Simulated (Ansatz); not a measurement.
## Nudged elastic band run: C2H5NO

The input (input.yaml):

```yaml
crystal:
  periodic: [false, false, false]
  atoms:
    - { symbol: C, position_ang: [-1.505028, -0.135965, 0.08317] }
    - { symbol: "N", position_ang: [-0.350638, -0.595732, -0.149221] }
    - { symbol: C, position_ang: [0.773327, 0.284003, -0.155285] }
    - { symbol: O, position_ang: [1.847262, -0.281343, 0.503972] }
    - { symbol: H, position_ang: [-2.38585, -0.812935, 0.065539] }
    - { symbol: H, position_ang: [-1.697722, 0.945768, 0.312839] }
    - { symbol: H, position_ang: [0.55995, 1.273724, 0.331159] }
    - { symbol: H, position_ang: [0.988349, 0.498148, -1.241139] }
    - { symbol: H, position_ang: [1.85875, -1.221969, 0.231966] }
basis:
  gaussian: { orbitals: def2-SVP }
hamiltonian:
  xc: lda
neb:
  order_check: false
  images: 7
  f_tol: 0.03
  max_iterations: 60
  final_atoms:
    - { symbol: C, position_ang: [-1.69577698, 0.0140241, 0.6755855] }
    - { symbol: "N", position_ang: [-0.81581715, -0.24384445, -0.25087882] }
    - { symbol: C, position_ang: [0.55494007, 0.27285334, -0.35297276] }
    - { symbol: O, position_ang: [1.38142686, -0.193578, 0.64196397] }
    - { symbol: H, position_ang: [-1.06691327, -0.92954541, -0.98678636] }
    - { symbol: H, position_ang: [-1.19254377, 0.76967653, 1.35323171] }
    - { symbol: H, position_ang: [0.50423939, 1.37817216, -0.23891317] }
    - { symbol: H, position_ang: [0.91895389, 0.04321739, -1.39025755] }
    - { symbol: H, position_ang: [1.49989097, -1.15727665, 0.53202749] }
  initial_path:
    images:
      - { positions_ang: [[-1.505028, -0.135965, 0.08317], [-0.350638, -0.595732, -0.149221], [0.773327, 0.284003, -0.155285], [1.847262, -0.281343, 0.503972], [-2.38585, -0.812935, 0.065539], [-1.697722, 0.945768, 0.312839], [0.55995, 1.273724, 0.331159], [0.988349, 0.498148, -1.241139], [1.85875, -1.221969, 0.231966]] }
      - { positions_ang: [[-1.48412237, -0.13005607, 0.17409796], [-0.42467947, -0.53891115, -0.23751434], [0.7286543, 0.29653094, -0.21231132], [1.76726783, -0.25597489, 0.53776245], [-2.25277077, -0.83550126, -0.08023927], [-1.58224882, 0.87266885, 0.54815888], [0.54863999, 1.30676001, 0.19854088], [1.0444053, 0.4370099, -1.26333229], [1.74325401, -1.19882732, 0.31783704]] }
      - { positions_ang: [[-1.46321674, -0.12414715, 0.26502593], [-0.49872094, -0.4820903, -0.32580768], [0.68398159, 0.30905887, -0.26933764], [1.68727366, -0.23060679, 0.57155291], [-2.11969154, -0.85806752, -0.22601754], [-1.46677563, 0.79956969, 0.78347876], [0.53732998, 1.33979601, 0.06592277], [1.10046161, 0.37587181, -1.28552559], [1.62775801, -1.17568563, 0.40370809]] }
      - { positions_ang: [[-1.44231111, -0.11823822, 0.35595389], [-0.57276241, -0.42526945, -0.41410102], [0.63930889, 0.32158681, -0.32636396], [1.60727949, -0.20523868, 0.60534336], [-1.98661231, -0.88063377, -0.37179582], [-1.35130245, 0.72647054, 1.01879865], [0.52601997, 1.37283202, -0.06669535], [1.15651791, 0.31473371, -1.30771888], [1.51226202, -1.15254395, 0.48957913]] }
      - { positions_ang: [[-1.42140547, -0.11232929, 0.44688186], [-0.64680389, -0.3684486, -0.50239436], [0.59463619, 0.33411475, -0.38339028], [1.52728532, -0.17987058, 0.63913382], [-1.85353308, -0.90320003, -0.51757409], [-1.23582927, 0.65337139, 1.25411853], [0.51470996, 1.40586802, -0.19931347], [1.21257421, 0.25359561, -1.32991217], [1.39676603, -1.12940226, 0.57545018]] }
      - { positions_ang: [[-1.48999835, -0.08074094, 0.50405777], [-0.6890572, -0.33729757, -0.43951548], [0.58471216, 0.31879939, -0.3757859], [1.4908207, -0.18329743, 0.63984136], [-1.65687813, -0.90978638, -0.63487716], [-1.22500789, 0.68244767, 1.27889682], [0.51209232, 1.39894406, -0.20921339], [1.13916913, 0.20100106, -1.34499852], [1.42254726, -1.13637086, 0.5645945]] }
      - { positions_ang: [[-1.55859123, -0.0491526, 0.56123368], [-0.73131052, -0.30614653, -0.37663659], [0.57478813, 0.30348404, -0.36818152], [1.45435609, -0.18672429, 0.6405489], [-1.46022318, -0.91637272, -0.75218023], [-1.21418652, 0.71152396, 1.30367512], [0.50947468, 1.39202009, -0.21911332], [1.06576405, 0.1484065, -1.36008486], [1.4483285, -1.14333946, 0.55373883]] }
      - { positions_ang: [[-1.62718411, -0.01756425, 0.61840959], [-0.77356384, -0.27499549, -0.3137577], [0.5648641, 0.28816869, -0.36057714], [1.41789147, -0.19015114, 0.64125643], [-1.26356823, -0.92295907, -0.86948329], [-1.20336514, 0.74060025, 1.32845341], [0.50685703, 1.38509612, -0.22901325], [0.99235897, 0.09581195, -1.3751712], [1.47410973, -1.15030806, 0.54288316]] }
      - { positions_ang: [[-1.69577698, 0.0140241, 0.6755855], [-0.81581715, -0.24384445, -0.25087882], [0.55494007, 0.27285334, -0.35297276], [1.38142686, -0.193578, 0.64196397], [-1.06691327, -0.92954541, -0.98678636], [-1.19254377, 0.76967653, 1.35323171], [0.50423939, 1.37817216, -0.23891317], [0.91895389, 0.04321739, -1.39025755], [1.49989097, -1.15727665, 0.53202749]] }
```

Command:

```bash
$ ansatz run input.yaml --threads 1 --pin off --max-ram 2048MiB --backend cpu --events-out ev --progress --plain --runs-dir out
```

Output, in part (warnings, iteration lines, the closing report on the highest movable image, with atoms numbered from 0):

```
NEB end point (image 0): max|allowed force component| = 1.541e-2 eV/Å (the criterion of neb.relax_end_points is 1.000e-2)
NEB end point (image 8): max|allowed force component| = 1.544e-2 eV/Å (the criterion of neb.relax_end_points is 1.000e-2)
NEB iter   1: max|band force component| = 8.453e0 eV/Å  barrier→ = 3.8069 eV  barrier← = 2.1122 eV  Δτ_max = 0.2000 Å  (251 SCF iters)
NEB iter   2: max|band force component| = 2.246e0 eV/Å  barrier→ = 3.5115 eV  barrier← = 1.8168 eV  Δτ_max = 0.2000 Å  (237 SCF iters)
NEB iter   3: max|band force component| = 3.053e0 eV/Å  barrier→ = 3.1663 eV  barrier← = 1.4716 eV  Δτ_max = 0.0975 Å  (214 SCF iters)
NEB iter   4: max|band force component| = 1.765e0 eV/Å  barrier→ = 3.0715 eV  barrier← = 1.3767 eV  Δτ_max = 0.0492 Å  (212 SCF iters)
NEB iter   5: max|band force component| = 6.646e-1 eV/Å  barrier→ = 2.9937 eV  barrier← = 1.2990 eV  Δτ_max = 0.0339 Å  (218 SCF iters)
NEB iter   6: max|band force component| = 2.032e0 eV/Å  barrier→ = 3.0546 eV  barrier← = 1.3599 eV  CI = image 5  Δτ_max = 0.1014 Å  (218 SCF iters)
NEB iter   7: max|band force component| = 6.609e-1 eV/Å  barrier→ = 3.2999 eV  barrier← = 1.6051 eV  CI = image 5  Δτ_max = 0.0878 Å  (214 SCF iters)
NEB iter   8: max|band force component| = 5.439e-1 eV/Å  barrier→ = 3.3168 eV  barrier← = 1.6221 eV  CI = image 5  Δτ_max = 0.0952 Å  (215 SCF iters)
NEB iter   9: max|band force component| = 2.645e-1 eV/Å  barrier→ = 3.3017 eV  barrier← = 1.6069 eV  CI = image 5  Δτ_max = 0.1988 Å  (210 SCF iters)
NEB iter  10: max|band force component| = 2.849e-1 eV/Å  barrier→ = 3.2756 eV  barrier← = 1.5808 eV  CI = image 5  Δτ_max = 0.0998 Å  (224 SCF iters)
NEB iter  11: max|band force component| = 2.711e-1 eV/Å  barrier→ = 3.2657 eV  barrier← = 1.5709 eV  CI = image 5  Δτ_max = 0.0998 Å  (209 SCF iters)
NEB iter  12: max|band force component| = 3.263e-1 eV/Å  barrier→ = 3.2589 eV  barrier← = 1.5642 eV  CI = image 5  Δτ_max = 0.0500 Å  (202 SCF iters)
NEB iter  13: max|band force component| = 1.670e-1 eV/Å  barrier→ = 3.2563 eV  barrier← = 1.5615 eV  CI = image 5  Δτ_max = 0.0470 Å  (215 SCF iters)
NEB iter  14: max|band force component| = 1.853e-1 eV/Å  barrier→ = 3.2548 eV  barrier← = 1.5600 eV  CI = image 5  Δτ_max = 0.0231 Å  (209 SCF iters)
NEB iter  15: max|band force component| = 7.217e-2 eV/Å  barrier→ = 3.2537 eV  barrier← = 1.5589 eV  CI = image 5  Δτ_max = 0.0235 Å  (215 SCF iters)
NEB iter  16: max|band force component| = 4.810e-2 eV/Å  barrier→ = 3.2528 eV  barrier← = 1.5580 eV  CI = image 5  Δτ_max = 0.0135 Å  (215 SCF iters)
NEB iter  17: max|band force component| = 3.393e-2 eV/Å  barrier→ = 3.2522 eV  barrier← = 1.5575 eV  CI = image 5  Δτ_max = 0.0095 Å  (207 SCF iters)
NEB iter  18: max|band force component| = 2.240e-2 eV/Å  barrier→ = 3.2520 eV  barrier← = 1.5573 eV  CI = image 5  Δτ_max = 0.0000 Å  (418 SCF iters)
Total energy: -5636.90494475 eV, -207.1524358882 hartree
Atom 0 at    -1.739387     0.091392     0.331056 Å, force    -0.007755    -0.003016     0.000703 eV/Å
Atom 1 at    -0.612131    -0.418494    -0.098528 Å, force     0.016246     0.001526     0.006126 eV/Å
Atom 2 at     0.683331     0.233817    -0.190808 Å, force    -0.007176    -0.003797     0.001215 eV/Å
Atom 3 at     1.675202    -0.404400     0.512949 Å, force    -0.004089     0.001586    -0.009618 eV/Å
Atom 4 at    -1.566977    -1.099689    -0.281615 Å, force    -0.000510     0.003290    -0.004117 eV/Å
Atom 5 at    -1.701309     1.172665     0.685981 Å, force     0.001787     0.000655     0.000407 eV/Å
Atom 6 at     0.531725     1.253738     0.253885 Å, force     0.001137     0.000206     0.000322 eV/Å
Atom 7 at     0.917825     0.358610    -1.280291 Å, force     0.000057     0.001183    -0.001627 eV/Å
Atom 8 at     1.900121    -1.233939     0.050372 Å, force     0.000303    -0.001633     0.006590 eV/Å
Dipole moment:     0.347200    -0.094700    -0.370303 e Å
```

It converged. A structure lower than the last end lies on the path between it and the top, so the climb from that side starts below the end, which may itself be a saddle point or a shallow side well. Neighbouring images differ by up to 1.5 eV, so the band resolves the path poorly. A vibrational analysis at the climbing image gives one clearly imaginary mode, 1737i cm⁻¹: a first-order saddle point. The orbitals stay closed-shell, which can raise the energy where a bond breaks towards radicals; this wasn't checked here.

Final band (atoms are numbered from 1 in the order of the input):

```
image  path coordinate (Å)  energy (eV)  C1–H5 (Å)  N2–H5 (Å)
    0                 0.00         0.00       1.11       2.06
    1                 0.26         0.07       1.11       1.98
    2                 0.53         0.52       1.10       1.81
    3                 0.79         1.46       1.12       1.61
    4                 1.06         2.64       1.19       1.39
    5                 1.32         3.25       1.35       1.19
    6                 2.08         1.72       1.94       1.03
    7                 2.83         1.69       2.01       1.04
    8                 3.58         1.69       2.01       1.04
```

The run took 2.4 min on 1 thread of Arm Neoverse V2, with other jobs on the host, peak memory 0.25 GiB.
